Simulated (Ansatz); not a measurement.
Ansatz input

```yaml
crystal:
  lattice:
    - [3.7439783186, 0.0, 0.0]
    - [-1.8719891593, 3.2423803351, 0.0]
    - [0.0, 0.0, 12.1322384289]
  atoms:
    - { symbol: Pr, position: [1.0, 0.0, 0.0], spin: 2.727 }
    - { symbol: Pr, position: [1.0, 0.0, 0.5], spin: 2.727 }
    - { symbol: Pr, position: [0.3333333333, 0.6666666667, 0.75], spin: 2.599 }
    - { symbol: Pr, position: [0.6666666667, 0.3333333333, 0.25], spin: 2.599 }
hamiltonian:
  xc: r2scan
  pseudopotentials:
    kind: paw
    azcp:
      Pr: "pseudopotentials/Pr.paw.azcp"
basis:
  ecutwfc: 500
  fft_grid_basis: typed
kpoints:
  mp_grid: { grid: [13, 13, 4], shift: [0, 0, 0] }
magnetization:
  spin_polarized: true
scf:
  occupations: { method: fermi_dirac, width: 0.05 }
```

Output

```
band count auto-derived: 59 (N_el = 52.0; filled up to band 26; 38 by the electrons, moments and atoms)
Engine: ansatz 0.2.0, x86_64-unknown-linux-gnu
Pseudopotentials: kind: paw
Pseudopotential: Pr, paw, valence charge 13, recommended cutoff 500 eV (meta_gga) 
Functional definition: r2SCAN
  parameter k0 = 0.174
  parameter k1 = 0.065
  parameter a1 = 4.9479
  exchange = r2scan_x(k0 = k0, k1 = k1, a1 = a1)
  correlation = r2scan_c
Crystal: 4 atoms, lattice volume = 147.278 Å³
Basis set: ecut = 500 eV, 3681 PW (Γ), exchange–correlation on 120×120×360 points (64 copies of the dense FFT grid, shifted against one another)
Bands: 59, of which v1, the nominal top of the filled ones, is band 26 counted from 1 (25 counted from 0)
Symmetry: 24 space group operations
Space group: P63/mmc (ITA 194), of the structure as read, at distance tolerance 5.3e-5 Å
Magnetic group: BNS 194.263 (UNI 1493), of the structure as read, at distance tolerance 5.3e-5 Å
k-points: 63 of 676
Non-local potential: Pr, projectors of the file, l = 0: 3, l = 1: 2, l = 2: 2, l = 3: 3
PAW form: soft (Blöchl's): semilocal exchange-correlation on the pseudo side does not see the compensation charge
PAW frozen core: Pr, regenerated for the run's functional (the file was generated under x = pbe(κ = 0.804, μ = 0.2195149727645171), c = pbe(β = 0.06672455060314922))
PAW one-centre angular grid: Pr, 2702 points (default); XC on 160 Gauss nodes
Initial density: superposition of atomic densities (chi_scale 0.1, normalization cell)
Starting moments: Σ|m| = 10.652 μB on 4 of 4 sites
Initial wavefunctions: pseudopotential atomic-orbital guess
Functional: x = r2scan, c = r2scan; τ floored in thin density (d = 2e-4 eV/Å³)
iter 1 solved again at ethr=1.00e-3 eV; its pass at ethr=3.10e-3 eV (dr2=5.20e-1 eV) is discarded
SCF iter   1: F=—  HF=-27788.030269 eV  |F-HF|=—  |Δ(HF+E_count)|=         —  Δρ=3.39e-2 (↑2.93e-2 ↓3.39e-2)  dr2=5.48e-1  dr2_τ=8.57e-3  dr2_m=1.23e0  M=10.496 μB ∫|m|=10.496 μB  β_m=1.00  ethr=1.00e-3  ⟨swp⟩=1.5  Hψ=33223  notcnv=0
Mixer restart at iter 1: flushing history
spin=Collinear: Kerker preconditioning applied to the charge; magnetization (m = ρ↑ − ρ↓) channel mixes plain (no charge-response kernel on spin).
...
SCF iter  30: F=—  HF=-27794.598230 eV  |F-HF|=—  |Δ(HF+E_count)|=   9.03e-6  Δρ=1.37e-5 (↑1.37e-5 ↓9.62e-6)  dr2=3.12e-7  dr2_τ=2.58e-9  dr2_m=1.46e-8  M=12.285 μB ∫|m|=12.468 μB  β_m=1.00  ethr=1.25e-9  ⟨swp⟩=2.2  Hψ=10815  notcnv=0  defer=1892  κ⁻¹=4.0e-5(r=8)
SCF iter  31: F=—  HF=-27794.598235 eV  |F-HF|=—  |Δ(HF+E_count)|=   4.86e-6  Δρ=6.75e-6 (↑6.75e-6 ↓5.15e-6)  dr2=1.02e-7  dr2_τ=9.42e-10  dr2_m=6.08e-9  M=12.285 μB ∫|m|=12.468 μB  β_m=1.00  ethr=6.01e-10  ⟨swp⟩=2.8  Hψ=12152  notcnv=0  defer=1893  κ⁻¹=1.3e-4(r=8)
SCF iter  32: F=—  HF=-27794.598236 eV  |F-HF|=—  |Δ(HF+E_count)|=   5.30e-7  Δρ=3.42e-6 (↑3.42e-6 ↓2.34e-6)  dr2=2.16e-8  dr2_τ=1.98e-10  dr2_m=1.94e-9  M=12.285 μB ∫|m|=12.468 μB  β_m=1.00  ethr=1.97e-10  ⟨swp⟩=2.1  Hψ=10879  notcnv=0  defer=1894  κ⁻¹=2.6e-4(r=8)
SCF iter  33: F=—  HF=-27794.598236 eV  |F-HF|=—  |Δ(HF+E_count)|=   2.55e-7  Δρ=2.01e-6 (↑2.01e-6 ↓1.36e-6)  dr2=8.79e-9  dr2_τ=5.64e-11  dr2_m=5.45e-10  M=12.285 μB ∫|m|=12.468 μB  β_m=1.00  ethr=4.16e-11  ⟨swp⟩=2.2  Hψ=11036  notcnv=0  defer=1895  κ⁻¹=1.5e-4(r=8)
SCF iter  34: F=-27794.598236 eV  HF=-27794.598236 eV  |F-HF|=7.73e-8  |Δ(HF+E_count)|=   8.82e-8  Δρ=5.90e-6 (↑5.90e-6 ↓6.64e-7)  dr2=8.40e-8  dr2_τ=8.62e-11  dr2_m=1.08e-8  M=12.285 μB ∫|m|=12.468 μB  ethr=1.69e-11  ⟨swp⟩=8.3  Hψ=36488  notcnv=0
SCF 1 converged in 34 iterations: F = -27794.598236 eV  dr2 = 8.40e-8
Symmetry: 4 space group operations
k-points: 147 of 676 (time reversal used)
Initial density: read from a saved state, or passed on in memory by an earlier SCF of this step, an earlier step, the calling program or the single point that the run made first
Starting moments: Σ|m| = 10.652 μB on 4 of 4 sites; this step starts from the density that it was given
Initial wavefunctions: those read from a saved state, or passed on in memory by an earlier step or the calling program
iter 1 solved again at ethr=1.62e-10 eV; its pass at ethr=1.92e-6 eV (dr2=8.40e-8 eV) is discarded
SCF iter   1: F=—  HF=-27794.598236 eV  |F-HF|=—  |Δ(HF+E_count)|=         —  Δρ=5.90e-6 (↑5.90e-6 ↓6.64e-7)  dr2=8.40e-8  dr2_τ=8.58e-11  dr2_m=1.08e-8  M=12.285 μB ∫|m|=12.468 μB  ethr=1.62e-10  ⟨swp⟩=1.0  Hψ=73950  notcnv=0
spin=Collinear: Kerker preconditioning applied to the charge; magnetization (m = ρ↑ − ρ↓) channel mixes plain (no charge-response kernel on spin).
SCF iter   2: F=—  HF=-27794.620613 eV  |F-HF|=—  |Δ(HF+E_count)|=   2.24e-2  Δρ=1.21e-3 (↑1.21e-3 ↓3.79e-4)  dr2=2.07e-3  dr2_τ=4.03e-5  dr2_m=5.85e-4  M=12.301 μB ∫|m|=12.483 μB  ethr=1.92e-6  ⟨swp⟩=1.1  Hψ=65663  notcnv=0
SCF iter   3: F=—  HF=-27794.642393 eV  |F-HF|=—  |Δ(HF+E_count)|=   2.18e-2  Δρ=8.52e-4 (↑8.52e-4 ↓3.73e-4)  dr2=1.21e-3  dr2_τ=6.78e-6  dr2_m=3.14e-4  M=12.374 μB ∫|m|=12.551 μB  ethr=1.92e-6  ⟨swp⟩=1.0  Hψ=55038  notcnv=0
SCF iter   4: F=—  HF=-27794.647128 eV  |F-HF|=—  |Δ(HF+E_count)|=   4.74e-3  Δρ=2.97e-4 (↑2.97e-4 ↓9.74e-5)  dr2=1.49e-4  dr2_τ=1.25e-6  dr2_m=3.07e-5  M=12.393 μB ∫|m|=12.574 μB  ethr=1.92e-6  ⟨swp⟩=1.0  Hψ=48174  notcnv=0
SCF iter   5: F=—  HF=-27794.647199 eV  |F-HF|=—  |Δ(HF+E_count)|=   7.12e-5  Δρ=9.11e-5 (↑9.11e-5 ↓2.85e-5)  dr2=3.74e-5  dr2_τ=1.32e-7  dr2_m=2.19e-6  M=12.395 μB ∫|m|=12.577 μB  ethr=5.01e-7  ⟨swp⟩=1.0  Hψ=42795  notcnv=0
SCF iter   6: F=—  HF=-27794.647794 eV  |F-HF|=—  |Δ(HF+E_count)|=   5.95e-4  Δρ=5.06e-4 (↑5.06e-4 ↓5.00e-5)  dr2=5.65e-4  dr2_τ=6.64e-7  dr2_m=8.75e-5  M=12.386 μB ∫|m|=12.571 μB  ethr=1.02e-7  ⟨swp⟩=1.0  Hψ=49301  notcnv=0
SCF iter   7: F=—  HF=-27794.647792 eV  |F-HF|=—  |Δ(HF+E_count)|=   2.33e-6  Δρ=1.49e-4 (↑1.49e-4 ↓1.62e-5)  dr2=3.79e-5  dr2_τ=8.66e-8  dr2_m=7.44e-6  M=12.391 μB ∫|m|=12.576 μB  ethr=1.75e-6  ⟨swp⟩=1.0  Hψ=35967  notcnv=0
SCF iter   8: F=—  HF=-27794.648362 eV  |F-HF|=—  |Δ(HF+E_count)|=   5.70e-4  Δρ=6.32e-5 (↑6.32e-5 ↓2.99e-5)  dr2=2.44e-6  dr2_τ=1.54e-7  dr2_m=1.87e-6  M=12.391 μB ∫|m|=12.577 μB  ethr=1.31e-7  ⟨swp⟩=1.0  Hψ=47367  notcnv=0
SCF iter   9: F=—  HF=-27794.649064 eV  |F-HF|=—  |Δ(HF+E_count)|=   7.02e-4  Δρ=7.09e-4 (↑7.09e-4 ↓6.26e-5)  dr2=7.78e-4  dr2_τ=6.85e-7  dr2_m=1.66e-4  M=12.401 μB ∫|m|=12.589 μB  ethr=1.46e-8  ⟨swp⟩=1.1  Hψ=50685  notcnv=0
SCF iter  10: F=—  HF=-27794.649847 eV  |F-HF|=—  |Δ(HF+E_count)|=   7.82e-4  Δρ=2.23e-3 (↑2.23e-3 ↓7.46e-5)  dr2=1.19e-2  dr2_τ=1.40e-5  dr2_m=1.64e-3  M=12.372 μB ∫|m|=12.564 μB  ethr=1.92e-6  ⟨swp⟩=1.0  Hψ=45476  notcnv=0
```

The calculation hadn't finished when its time ran out.

With an open f shell the SCF can settle in more than one state.
